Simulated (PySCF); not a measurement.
First SCF of a structure search on singlet SO2, at a hand-made bent geometry. PySCF input:

```python
from pyscf import gto, scf, dft
mol = gto.M(atom='''
S      0.000000     0.000000     0.000000
O      1.236900     0.000000     0.866100
O     -1.236900     0.000000     0.866100''',
    basis={'S': 'def2-TZVP', 'O': 'def2-TZVP'},
    charge=0, spin=0)
mf = dft.RKS(mol, xc='PBE')
mf.grids.atom_grid = (50, 194)
aux = {'S': 'def2-universal-JKFIT', 'O': 'def2-universal-JKFIT'}
mf = mf.density_fit(auxbasis=aux)
mf.conv_tol = 1e-08
mf.diis_space = 10
mf.max_cycle = 60
mf.init_guess = 'minao'
mf.verbose = 4
mf.kernel()
```

Excerpt of the output (cycles and frontier levels):

```
init E= -548.815247474911
  HOMO = -0.350252949949565  LUMO = -0.186955886987157  gap/eV = 4.44354
cycle= 1 E= -548.105762492878  delta_E= 0.709  |g|= 1.21  |ddm|= 1.96
  HOMO = -0.138673977858704  LUMO = -0.099512267295316  gap/eV = 1.06564
cycle= 2 E= -545.65052539416  delta_E= 2.46  |g|=  3.6  |ddm|= 2.73
  HOMO = -0.283910245456714  LUMO = -0.167655296661735  gap/eV = 3.16346
cycle= 3 E= -548.387769923566  delta_E= -2.74  |g|= 0.176  |ddm|= 2.25
  HOMO = -0.296179527013621  LUMO = -0.188223061345283  gap/eV = 2.93765
cycle= 4 E= -548.390776444496  delta_E= -0.00301  |g|= 0.0953  |ddm|= 0.186
  HOMO = -0.294034319879288  LUMO = -0.181531400765735  gap/eV = 3.06136
cycle= 5 E= -548.393009544755  delta_E= -0.00223  |g|= 0.0166  |ddm|= 0.0725
  HOMO = -0.295045333611331  LUMO = -0.181778229811144  gap/eV = 3.08215
cycle= 6 E= -548.393064495728  delta_E= -5.5e-05  |g|= 0.00308  |ddm|= 0.00803
  HOMO = -0.295131581846456  LUMO = -0.18173506469509  gap/eV = 3.08568
cycle= 7 E= -548.393066112993  delta_E= -1.62e-06  |g|= 0.000469  |ddm|= 0.00139
  HOMO = -0.295182530760675  LUMO = -0.181770807124046  gap/eV = 3.08609
cycle= 8 E= -548.393066154064  delta_E= -4.11e-08  |g|= 0.000113  |ddm|= 0.000274
  HOMO = -0.295176689490841  LUMO = -0.181762478493475  gap/eV = 3.08616
cycle= 9 E= -548.393066156783  delta_E= -2.72e-09  |g|= 3.22e-06  |ddm|= 8.32e-05
  HOMO = -0.295176948025653  LUMO = -0.181763062107841  gap/eV = 3.08615
Extra cycle  E= -548.393066156775  delta_E= 7.16e-12  |g|= 5.51e-06  |ddm|= 6.52e-06
converged SCF energy = -548.393066156775
```

No lower solution of this spin was found by a stability analysis within the restricted form, which does not test spin polarisation.

The search for the lowest solution, with the stability check, took 13 s on 2 threads of a shared Intel Xeon @ 2.50GHz (Skylake/Cascade Lake) host, with 99 basis functions; the process peaked at 0.28 GiB.
